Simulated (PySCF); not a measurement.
Stepwise substitution at one centre (Al Cl-SiH3). All species are isolated molecules in the gas phase. Strings in code marks are SMILES.

Computed with PySCF with PBE-D3(BJ)/def2-TZVP. All candidates: neutral, multiplicity 1. Excitations are Tamm–Dancoff values on a coarser integration grid. The basis has no diffuse functions, so Rydberg states are missing or too high.

* **T1 excitation (TDA)**: 4.11 eV
* **dipole moment**: 1.46 D
* **HOMO–LUMO gap**: 4.57 eV

**Question.** Identify which member has these values.
(A) `[SiH3][Al]([SiH3])[Cl]`
(B) `[SiH3][Al]([SiH3])[SiH3]`
(C) `[SiH3][Al]([Cl])[Cl]`
(D) `[Cl][Al]([Cl])[Cl]`

**Answer.** C, `[SiH3][Al]([Cl])[Cl]`. The others give `[SiH3][Al]([SiH3])[SiH3]`: 2.65 eV, 0.00 D, 2.96 eV; `[Cl][Al]([Cl])[Cl]`: 5.60 eV, 0.00 D, 5.73 eV; `[SiH3][Al]([SiH3])[Cl]`: 2.97 eV, 1.12 D, 3.28 eV
